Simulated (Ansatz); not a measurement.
Ansatz (a first-principles code) input for C3H6O, SMILES CC(C)=O, PBE/def2-SVPD. Geometry: PBE0-D3(BJ)/def2-SVP.

Ansatz 0.2 input:
```yaml
crystal:
  periodic: [false, false, false]
  atoms:
    - {symbol: C, position_ang: [-1.28349791, 0.00000000, 0.61088158]}
    - {symbol: C, position_ang: [-0.00000000, -0.00000000, -0.18563926]}
    - {symbol: C, position_ang: [1.28349793, 0.00000000, 0.61088156]}
    - {symbol: O, position_ang: [-0.00000001, -0.00000000, -1.39253415]}
    - {symbol: H, position_ang: [-1.32881243, 0.88433787, 1.26641741]}
    - {symbol: H, position_ang: [-1.32881243, -0.88433787, 1.26641742]}
    - {symbol: H, position_ang: [-2.14271386, -0.00000000, -0.07106983]}
    - {symbol: H, position_ang: [2.14271386, -0.00000000, -0.07106985]}
    - {symbol: H, position_ang: [1.32881245, 0.88433787, 1.26641740]}
    - {symbol: H, position_ang: [1.32881245, -0.88433786, 1.26641741]}
basis:
  gaussian:
    orbitals: def2-SVPD
hamiltonian:
  xc: {name: PBE}
```

It prints:

```
Functional definition: PBE
integrals: 0.05 GiB planned
1076 factors; their error is unknown
mean field: 0.41 GiB planned
mean field evaluation 1: about -5235.4331 eV, gradient 6.9e1 eV
mean field evaluation 2: about -5209.9233 eV, gradient 1.2e2 eV
mean field evaluation 4: about -5245.8733 eV, gradient 6.7e0 eV
mean field evaluation 8: about -5245.9156 eV, gradient 2.8e-1 eV
mean field evaluation 16: about -5245.9158 eV, gradient 4.8e-5 eV
mean field -5245.91575535 eV, -192.7838481996 hartree, gradient 4.8e-5 eV, S^2 0.000000; 0 other end points of the search recorded, 0 dependent functions left out
reference -5245.91579956 eV, -192.7838498245 hartree; 16, 16 occupied and 115, 115 virtual orbitals, 1076 factors
Total energy: -5245.91579956 eV, -192.7838498245 hartree
```

Self-consistency was reached.

Cost: about 2.2 core-seconds (a rough figure).
